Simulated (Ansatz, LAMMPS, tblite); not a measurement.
# How well does each level of theory give the c axis length of 2H MoS2?

Reference value: 12.294 Å (measured, 300 K, not corrected to a static lattice; as tabulated in arXiv:1605.07067).

```tsv
level (code)	value (Å)
REBO MoS.rebomos (LAMMPS)	12.173
GFN2-xTB (tblite)	12.131
LDA (Ansatz)	___
PBE (Ansatz)	14.797
PBEsol-D3(BJ) (Ansatz)	___
r²SCAN+rVV10 (Ansatz)	12.435
HSE06-D3(BJ) (Ansatz)	11.904
```

**Question.** Complete the blanks.

**Answer.** 
- LDA (Ansatz, a program for electronic structure), value (Å): 12.077
- PBEsol-D3(BJ) (Ansatz), value (Å): 11.708

Differences against the reference: REBO MoS.rebomos -0.98 %, GFN2-xTB -1.33 %, LDA -1.77 %, PBE +20 %, PBEsol-D3(BJ) -4.77 %, r²SCAN+rVV10 +1.15 %, HSE06-D3(BJ) -3.17 %.

The reference is not for a static lattice or low temperature, so close values are not ranked against it. Off by more than 1.75 %, or 2.45 % on the side where a correction would as a rule narrow the miss (bounds picked here): PBE (+20 %), PBEsol-D3(BJ) (-4.77 %), HSE06-D3(BJ) (-3.17 %).

The reference isn't brought to a static lattice, while the calculations are for one, so the differences are not the levels' errors alone. The crystal itself was run without spin with LDA, PBE, PBEsol-D3(BJ), r²SCAN+rVV10; a magnetic state was not tried in these runs. GFN2-xTB: the method was fitted mainly to molecules. GFN2-xTB: the run uses a supercell at the zone centre in place of a k mesh. LDA: LDA has no dispersion term either, though it tends to give short spacings of layers, chains or molecules. PBE: for a layered or molecular solid the relaxed cell lies over 5 % above the published volume, where the minimum can be shallow. PBE: the cell comes from a level without a dispersion term, which matters for the spacing of layers, chains or molecules. Cutoffs and k meshes differ between the levels. Ansatz's density-functional and Hartree–Fock values are scalar-relativistic unless marked +SOC, with PAW data made under PBE.

Empirical potentials (REBO MoS.rebomos) are fitted to chosen data: where that held the value shown, agreement is built in, and what lay outside the fit can be far off.

Differences are worked out from the printed values.
